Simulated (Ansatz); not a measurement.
The same path of AlH3O + H4Si (10 atoms, charge 0, multiplicity 1) was run 3 times with different band settings. Lost on the way: Si1–H2, O6–H10. Made: Si1–O6, H2–H10.

The calculation used RKS PBE0/def2-SVPD (Ansatz).

Relaxed end points:

```xyz
10
Properties=species:S:1:pos:R:3
Si 0.109 0.095 -0.150
H 0.490 -0.331 1.222
H 1.266 -0.041 -1.082
H -0.456 1.465 -0.201
H -0.918 -0.888 -0.681
O -2.538 0.002 1.440
Al -2.870 -0.956 0.027
H -2.852 -2.540 0.146
H -3.458 -0.160 -1.207
H -2.342 -0.384 2.294
```

```xyz
10
Properties=species:S:1:pos:R:3
Si -0.180 0.006 -0.744
H -0.668 0.561 2.983
H 0.926 -0.674 -0.005
H -0.109 1.476 -0.494
H -0.015 -0.246 -2.208
O -1.637 -0.576 -0.218
Al -3.157 -1.323 -0.028
H -3.704 -2.232 -1.205
H -3.927 -1.060 1.330
H -1.097 0.330 2.399
```

Common settings: spring 5.0 eV/Å²; optimiser quadratic models (default); start path through a guess of the saddle point; force threshold 0.03 eV/Å; iteration limit 60; end points relaxed.

| run | movable images | climbing image |
| --- | --- | --- |
| 1 | 5 | yes |
| 2 | 8 | no |
| 3 | 6 | no |

What does each run give, and how far can it be trusted?

Run 1: converged after 30 iterations, highest image 1.679 eV above the first end. Neighbouring images differ by up to 1.7 eV, so the band resolves the path poorly. A vibrational analysis at the climbing image gives one clearly imaginary mode, 1202i cm⁻¹: a first-order saddle point.
Run 2: converged after 36 iterations, highest image 1.118 eV above the first end. Neighbouring images differ by up to 1.2 eV, so the band resolves the path poorly. No image climbed, so the highest image needn't sit at the top of the path.
Run 3: converged after 35 iterations, highest image 0.811 eV above the first end. No image climbed, so the highest image needn't sit at the top of the path.
The orbitals stay closed-shell, which can raise the energy where a bond breaks towards radicals; this wasn't checked here.
